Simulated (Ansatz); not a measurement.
Ansatz (a program for electronic structure) input:
A basis named .json is the Basis Set Exchange file of that set.

Ansatz 0.2 input:
```yaml
crystal:
  periodic: [false, false, false]
  atoms:
    - {symbol: O, position_ang: [0.10099332, 1.41619481, -0.12530546]}
    - {symbol: C, position_ang: [0.01300559, 0.17658011, 0.33465754]}
    - {symbol: H, position_ang: [0.00807600, 0.08873082, 1.47459969]}
    - {symbol: C, position_ang: [-1.30474202, -0.54356908, -0.09708198]}
    - {symbol: C, position_ang: [1.21402198, -0.72345292, -0.10005249]}
    - {symbol: H, position_ang: [-1.34154249, -0.59203777, -1.19230692]}
    - {symbol: H, position_ang: [1.24099077, -0.77647585, -1.19535263]}
    - {symbol: H, position_ang: [-2.15658108, 0.05414601, 0.23939424]}
    - {symbol: H, position_ang: [2.14294415, -0.25291535, 0.23432359]}
    - {symbol: H, position_ang: [-1.40344546, -1.56235804, 0.30983993]}
    - {symbol: H, position_ang: [1.16789825, -1.74599699, 0.30680741]}
basis:
  gaussian:
    orbitals: cc-pVTZ
    fitting: {mean_field: def2-universal-jkfit, correlation: cc-pVTZ-RIFIT.json}
total_charge: -1
magnetization: {spin_polarized: false}
correlation: {method: mp2, electrons: outside_noble_gas}
```

Question: Which total energy does the run end on?

Answer: -193.34820 Eh (RI-MP2/cc-pVTZ). The basis has 218 functions.

It need not be the lowest isomer of its formula. Whether it binds its extra electron was not tested at this geometry.
